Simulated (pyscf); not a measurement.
O=V(Cl)(Cl)–Cl + H₂S → O=V(SH)(Cl)–Cl + hydrogen chloride (HCl) (four-centre exchange; singlet surface; Cl–V, H–S broken, S–V, Cl–H formed). PySCF, gas phase, ωB97X-D3(BJ)/def2-SVP geometries. Energies in kcal/mol from the separated reactants.

```
level                      barrier  reaction energy
----------------------  ----------  ---------------
ωB97X-D3(BJ)/def2-TZVP        17.7             +5.6
PBE/def2-TZVP           (withheld)             +5.9
B3LYP-D3(BJ)/def2-TZVP        19.7             +6.2
PBE0-D3(BJ)/def2-TZVP         17.1             +5.6
M06-2X/def2-TZVP        (withheld)       (withheld)
HF/def2-TZVP                  42.3             +9.4
```

Question: Some entries are withheld; supply them.

Answer: 
- PBE/def2-TZVP, barrier: 16.9
- M06-2X/def2-TZVP, barrier: 21.3
- M06-2X/def2-TZVP, reaction energy: +6.4

The functionals in the table span 4.4 kcal/mol in this barrier, from PBE to M06-2X. On the reactant side the descent ends in an adduct with a S–V contact, 5.6 kcal/mol under the separated species and 23.3 kcal/mol under the saddle at ωB97X-D3(BJ)/def2-TZVP. What is counted as formed (S–V) is already present as a longer contact in the reactant adduct; forming that adduct is a step of its own. This is the saddle that the search found; another between the same sides may lie lower.
